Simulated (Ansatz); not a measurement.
# AlCl− (doublet): from Hartree-Fock to the top rungs, aug-cc-pVDZ

An exercise on one series of results from a longer session: the logs are not shown, and one member is left open.

The runs use Ansatz 0.2.0, Gaussian basis; aug-cc-pVDZ, core rule «outside noble gas», up to 10 orbitals frozen.

Plan: UHF; CCSD(T) on ROHF; CCSD(T) on UHF; BCCD(T) on ROHF; CISD; CCSDT(Q) on ROHF; CCSDT(Q) on UHF.

24 further runs of the same task are left out: 11 for a known fault of the program, 6 that didn't finish, 7 set aside as unsound or not needed.

## The system

The geometry is a PBE0/def2-TZVPD stationary point (not a proven minimum).

2 atoms, charge -1, spin multiplicity 2.

Atoms are counted from 1 here; the program's logs count them from 0.

Bond lengths: Al1–Cl2 2.304 Å.

Set-up of the first run:

in.yaml reads:

```yaml
crystal:
  periodic: [false, false, false]
  atoms:
    - {symbol: Al, position_ang: [0.000000, 0.000000, 0.000000]}
    - {symbol: Cl, position_ang: [0.000000, 0.000000, 2.303900]}
basis:
  gaussian: {orbitals: aug-cc-pVDZ}
total_charge: -1
magnetization: {spin_polarized: true, initial_magnetization: 1}
hamiltonian: {xc: hf}
output: {orbitals: {seedname: orbitals}}
```

On the command line:

```bash
$ ansatz run in.yaml --threads 1 --pin off --events-out ev --progress --plain --max-ram 2393MiB
```

Among the steps run: UHF; CCSD(T) on ROHF; CCSD(T) on UHF; BCCD(T) on ROHF; CISD; CCSDT(Q) on ROHF; CCSDT(Q) on UHF.

One of the session's tables, all rows but one given; the rest of the session is left out.

| method | from UCCSDT(Q) (kcal/mol) |
| --- | --- |
| ROHF | +147.38 |
| UHF | +145.62 |
| RMP2 | +20.46 |
| UMP2 | ? |
| CISD | +17.76 |
| RCCSD | +5.29 |
| UCCSD | +5.20 |
| RCCSD(T) | +0.88 |
| UCCSD(T) | +0.88 |
| BCCD(T) | +0.86 |
| RCCSDT | +0.34 |
| UCCSDT | +0.34 |
| RCCSDT(Q) | +0.02 |
| UCCSDT(Q) | 0 |

Q: Estimate the row for UMP2 from the others.

The run gave: from UCCSDT(Q) (kcal/mol): +20.83. In the column «from UCCSDT(Q) (kcal/mol)» it lies between RMP2 (+20.46) and UHF (+145.62).

Among the levels timed on like hardware and quicker than the yardstick, those that no quicker one beats, quickest first: CISD (5.5 s, +17.76 kcal/mol); RCCSD(T) (9.5 s, +0.88 kcal/mol); BCCD(T) (10 s, +0.86 kcal/mol).

Limits of these values: Restricted and unrestricted rows rest on different reference determinants; where their highest levels disagree by more than a few hundredths of an eV, they describe different states and don't form one ladder.
